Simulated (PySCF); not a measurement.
**Working out the ionisation energy of S**

S [Ne] 3s2 3p4 (3P) → S+ [Ne] 3s2 3p3 (4S). All numbers are calculated (PySCF 2.14, no relativity, point nucleus, in aug-cc-pwCVTZ (8s7p5d3f, 75 functions)). Frozen: nothing. Energies in hartree (1 hartree = 27.21139 eV):

```json
{"part": "UHF", "S (lower)": "-397.510159", "S+ (upper)": "-397.170550"}
{"part": "CCSD correlation", "S (lower)": "-0.437077", "S+ (upper)": "-0.404325"}
{"part": "(T)", "S (lower)": "-0.007748", "S+ (upper)": "-0.006176"}
```

What does Hartree-Fock give?

(-397.170550) − (-397.510159) = 0.339609 hartree = 9.241 eV.

What do CCSD and CCSD(T) give?

The CCSD correlation energies differ by 0.032752 hartree = 0.891 eV and the triples by 0.001572 hartree = 0.043 eV, so CCSD gives 10.132 eV and CCSD(T) 10.175 eV.

Measured between the centres of the two terms (NIST): 10.336 eV, so CCSD(T) (all electrons) is off by -0.161 eV.

What remains against the reference includes basis incompleteness and higher excitations.
